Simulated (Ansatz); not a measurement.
# C₄H₅NO: a ladder of functionals and wavefunction methods

How much do the methods differ for C₄H₅NO? The plan is to run it at one geometry with functionals of several rungs and with coupled cluster, and see how far each lands from CCSD(T) at the basis-set limit for the atomisation energy.

Method: functionals in def2-TZVPP, the program's frozen cores in correlated methods; program: Ansatz 0.2.0, Gaussian basis.

The runs, in order: PBE-D4, r2SCAN-D4, PBE0-D4, B3LYP-D4, ωB97X-V, ωB97M-V, B2PLYP; CCSD(T)/def2-TZVPP; MP2/def2-QZVPP; extrapolation to the limit.

### 1 The geometry

The geometry comes from an earlier relaxation with PBE0-D4 in a triple-zeta def2 set; it is a stationary point, not always the lowest conformer.

SMILES `N#CCC1CO1`, 11 atoms, charge 0, spin multiplicity 1.

Atoms are counted from 1 here; the program's logs count them from 0.

Bond lengths: N1–C2 1.149 Å, C2–C3 1.455 Å, C3–C4 1.508 Å, C3–H7 1.095 Å, C3–H8 1.093 Å, C4–C5 1.457 Å, C4–O6 1.411 Å, C4–H9 1.088 Å, C5–O6 1.419 Å, C5–H10 1.086 Å, C5–H11 1.088 Å. Angles: N1–C2–C3 179.1°, C2–C3–C4 112.3°, C2–C3–H7 108.3°, C2–C3–H8 108.9°, C4–C3–H7 109.9°, C4–C3–H8 109.5°, H7–C3–H8 107.8°, C3–C4–C5 120.5°, C3–C4–O6 116.3°, C3–C4–H9 115.2°, C5–C4–O6 59.3°, C5–C4–H9 118.8°, O6–C4–H9 114.6°, C4–C5–O6 58.7°, C4–C5–H10 119.6°, C4–C5–H11 119.3°, O6–C5–H10 115.5°, O6–C5–H11 115.3° and more.

### 2 PBE-D4 (GGA)

in.yaml

```yaml
crystal:
  periodic: [false, false, false]
  atoms:
    - {symbol: N, position_ang: [-2.871709, 0.561777, 1.253892]}
    - {symbol: C, position_ang: [-1.738384, 0.457370, 1.096444]}
    - {symbol: C, position_ang: [-0.304041, 0.340876, 0.879782]}
    - {symbol: C, position_ang: [0.041338, 0.147547, -0.575617]}
    - {symbol: C, position_ang: [1.237819, -0.590050, -0.959799]}
    - {symbol: O, position_ang: [-0.052127, -1.170458, -1.069462]}
    - {symbol: H, position_ang: [0.176219, 1.248830, 1.258414]}
    - {symbol: H, position_ang: [0.074891, -0.504014, 1.460762]}
    - {symbol: H, position_ang: [-0.342176, 0.911536, -1.249008]}
    - {symbol: H, position_ang: [1.729755, -0.362196, -1.901329]}
    - {symbol: H, position_ang: [1.873816, -1.014320, -0.186078]}
basis:
  gaussian: {orbitals: def2-TZVPP}
hamiltonian: {xc: pbe, dispersion: d4}
output: {forces: true, orbitals: {seedname: orbitals}}
```

After this run come: r2SCAN-D4 (meta-GGA); PBE0-D4 (hybrid); B3LYP-D4 (hybrid); ωB97X-V (range-separated); ωB97M-V (range-separated); B2PLYP (double hybrid); CCSD(T) in def2-TZVPP; MP2 in def2-QZVPP.

**Question.** What will the summary of the whole plan be? Wanted: atomisation energy, CCSD(T)/CBS; farthest; mean size of error, hybrid; mean size of error, range-separated; gap, smallest and largest; T1 diagnostic; triples share of the correlation energy.

**Answer**, as computed:

| quantity | value |
| --- | --- |
| atomisation energy, CCSD(T)/CBS | 1141.7 kcal/mol |
| functionals within 5.7 kcal/mol (0.5 %) | r2SCAN-D4, B3LYP-D4, B2PLYP |
| farthest | PBE-D4 (+49.7 kcal/mol) |
| mean size of error, hybrid | 9.2 kcal/mol |
| mean size of error, range-separated | 7.1 kcal/mol |
| gap, smallest and largest | 6.28 eV (PBE-D4), 13.59 eV (ωB97X-V) |
| T1 diagnostic | 0.0122 |
| triples share of the correlation energy | 4.4 % |

PBE-D4 misses by +49.7 kcal/mol. Double hybrids carry the basis error of their MP2 part in triple zeta, and no dispersion term here, so their miss is partly the set-up's. Misses under about 5.7 kcal/mol are within the doubt on the reference itself, which lacks core-valence correlation, relativity and higher excitations. Hartree-Fock recovers 69 % of the binding; the rest is correlation. Orbital gaps span 6.3 to 13.6 eV; exact exchange widens them.
